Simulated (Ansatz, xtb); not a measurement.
Isomers of CH4BF in order of energy

3 gas-phase structures of CH4BF, found in a search over its isomers (lower ones may exist). Each was relaxed with GFN2-xTB:

A. `BCF`, a singlet
B. `CBF`, a singlet
C. `[BH3-][CH+]F`, a singlet

Estimate their order in r2SCAN-D4/def2-SVP energy at these geometries, lowest first.

Calculated order at r2SCAN-D4/def2-SVP: B (0.000), A (2.759), C (4.045) eV.

Energies above the lowest of each column, in eV; the last columns are at PBE0-D4/def2-TZVP geometries (a dash: not run or not comparable):

```tsv
structure	GFN2-xTB	HF/STO-3G	r2SCAN-D4/def2-SVP	PBE0-D4/def2-TZVP	CCSD(T)/def2-TZVPP
B	0.000	0.000	0.000	0.000	0.000
A	1.721	2.521	2.759	2.593	2.649
C	3.366	4.760	4.045	relaxes to A	–
```

Every level run on B puts it lowest or level with the lowest. Some further structures that were screened fall inside this span and aren't listed. Flexible structures stand in one conformer each, not always the lowest. Frequencies (PBE0-D4/def2-TZVP) were run for A, B alone.

Programs: Ansatz 0.2.0, xtb 6.7.1.
